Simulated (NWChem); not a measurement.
# UMP2/def2-TZVP run of doublet CH3NO+

Wanted: the energy of doublet CH3NO+. The job is set up through an ASE script.

The results are computed with NWChem 7.3.0.

## 1. The system as given

CH3NO+: 6 atoms, total charge +1, spin state doublet. SMILES of the parent species: `NC=O`. The shape is that of a PBE0-D4/def2-TZVP optimisation. That shape belongs to the parent species and isn't relaxed for this state.

Bond lengths: N1–C2 1.351 Å, C2–O3 1.206 Å, N1–H4 1.006 Å, N1–H5 1.003 Å, C2–H6 1.107 Å. Angles: N1–C2–O3 125.0°, N1–C2–H6 112.3°, O3–C2–H6 122.7°, C2–N1–H4 119.3°, C2–N1–H5 121.3°, H4–N1–H5 119.4°.

## 2. The energy at UMP2/def2-TZVP

The input, run.py:

```python
from ase import Atoms
from ase.calculators.nwchem import NWChem

atoms = Atoms(['N', 'C', 'O', 'H', 'H', 'H'], positions=[
    [0.135720, -0.591040, -0.333010],
    [-0.134250, 0.561630, 0.317700],
    [-1.227890, 0.902670, 0.694540],
    [-0.614220, -1.231790, -0.531520],
    [1.068760, -0.819560, -0.622490],
    [0.771890, 1.178090, 0.474790],
])

calc = NWChem(
    label='ch3no',
    theory='mp2',
    memory='2200 mb',
    basis='def2-TZVP',
    basispar='spherical bse',
    charge=1,
    scf={'nopen': '1', 'uhf': None, 'thresh': '1e-08', 'maxiter': '80'},
    mp2={'freeze': 'core 3', 'tight': None},
    task='energy',
)
atoms.calc = calc

print("Total energy (eV):", round(atoms.get_potential_energy(), 6))
```

Run with:

```console
export ASE_NWCHEM_COMMAND="nwchem PREFIX.nwi > PREFIX.nwo"
python run.py
```

Log:

```text
Total energy (eV): -4603.726774
```

The calculator wrote ch3no.nwi:

```
title "ch3no"

permanent_dir ch3no

scratch_dir ch3no

start ch3no

geometry units angstrom nocenter noautosym noautoz
  N  1.3572000000000001e-01 -5.9104000000000001e-01 -3.3300999999999997e-01
  C  -1.3425000000000001e-01 5.6162999999999996e-01 3.1769999999999998e-01
  O  -1.2278899999999999e+00 9.0266999999999997e-01 6.9454000000000005e-01
  H  -6.1421999999999999e-01 -1.2317899999999999e+00 -5.3151999999999999e-01
  H  1.0687599999999999e+00 -8.1955999999999996e-01 -6.2248999999999999e-01
  H  7.7188999999999997e-01 1.1780900000000001e+00 4.7478999999999999e-01
end

charge 1

memory 2200 mb

basis spherical bse noprint
   * library def2-TZVP
end

scf
  nopen 1
  uhf
  thresh 1e-08
  maxiter 80
end
mp2
  freeze core 3
  tight
end

task mp2 energy
```

ch3no.nwo (excerpt; [...] marks lines left out):

```text
[...]
  functions       =   111
[...]
  wavefunction    = UHF
[...]
         Total SCF energy =   -168.671939815110
      One electron energy =   -364.583186821134
      Two electron energy =    124.376762770128
 Nuclear repulsion energy =     71.534484235896
                       Sz =      0.5000
                 Sz(Sz+1) =      0.7500
                      S^2 =      0.9898
[...]
          Total MP2 energy          -169.183839820943
[...]
```

Wall time 1.7 min (1 thread of Intel Xeon Platinum 8488C (Sapphire Rapids), shared host); peak memory 0.31 GiB.

## 3. What came out

Level: UMP2/def2-TZVP, 3 core orbitals frozen.

| quantity | value |
| --- | --- |
| total energy | -169.18384 Eh |
| HOMO energy (Hartree–Fock orbitals) (highest over α and β) | -20.06 eV |
| LUMO energy (Hartree–Fock orbitals) (lowest over α and β) | -7.21 eV |
| correlation energy (3 core orbitals frozen) | -511.9 mEh |
| ⟨S²⟩ of the reference determinant | 0.990 |

In words: ⟨S²⟩ is 0.99 where a pure doublet has 0.75: the reference is spin-contaminated. Mulliken charges run from -0.12 on N1 to +0.36 on H4.
